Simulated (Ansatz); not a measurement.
# Relaxing P3O2

These are results of Ansatz 0.2.0, DFT PBE, scalar-relativistic, plane waves, PAW, not measurements. Cutoff 420 eV, Γ-centred k mesh, Gaussian smearing, no spin polarisation in the final step.

P3O2 was placed on the anti-tetradymite structure type (R-3m, No. 166), with O in place of Bi, P in place of Te, at a guessed volume.

```xyz
5
Lattice="1.6158 0.9329 7.4899 -1.6158 0.9329 7.4899 0.0000 -1.8657 7.4899" Properties=species:S:1:pos:R:3 pbc="T T T"
P     0.0000    0.0000    0.0000
P     0.0000    0.0000    4.7074
P     0.0000    0.0000   17.7624
O     0.0000    0.0000    8.9879
O     0.0000    0.0000   13.4819
```

Cell and atoms relax at zero pressure; the relaxation can't lower the symmetry of the start. After a coarse first stage the cell is made exact in the group found at 0.06 Å.

The zero of energy is the elements' standard structures at the same level (O₂ as a molecule); no fitted shifts are applied.

(1) Which crystal results?

(2) What are its volume, energy, density and gap?

Answers

(1) It keeps R-3m (No. 166), but not the shape of the type it started on. Conventional cell: a = 3.057 Å, c = 34.355 Å. P on Wyckoff site a (1 atom of the primitive cell) is coordinated by 6 O at 1.97 Å; P on Wyckoff site c (2 atoms of the primitive cell) is coordinated by 3 P at 2.19 Å; around O lie 3 P at 1.97 Å.

```cif
data_structure
_symmetry_space_group_name_H-M 'R-3m:H'
_symmetry_Int_Tables_number 166
_cell_length_a 3.0568
_cell_length_b 3.0568
_cell_length_c 34.3552
_cell_angle_alpha 90.000
_cell_angle_beta 90.000
_cell_angle_gamma 120.000
_cell_volume 278.01
loop_
_atom_site_label
_atom_site_type_symbol
_atom_site_symmetry_multiplicity
_atom_site_Wyckoff_symbol
_atom_site_fract_x
_atom_site_fract_y
_atom_site_fract_z
_atom_site_occupancy
P1 P 3 a 0.00000 0.00000 0.00000 1
P2 P 6 c 0.33333 0.66667 0.85228 1
O1 O 6 c 0.66667 0.33333 0.69207 1
```

(2) The volume per atom is 18.5 Å³. The density is 2.2 g/cm³. The energy over the elements is -0.37 eV/atom and the gap on the 12×12×12 mesh is 0 eV (a metal).

The final run used a 12×12×12 mesh on its 5-atom cell and 0.10 eV smearing. For metals, differences of a few meV/atom aren't resolved. Weakly bound directions are ill-defined at this level, which has no dispersion term. A structure relaxed within its symmetry needn't be a true minimum.

Cost: 4 runs of about 6.6 core-minutes in all, on Arm Neoverse V2 (shared hosts).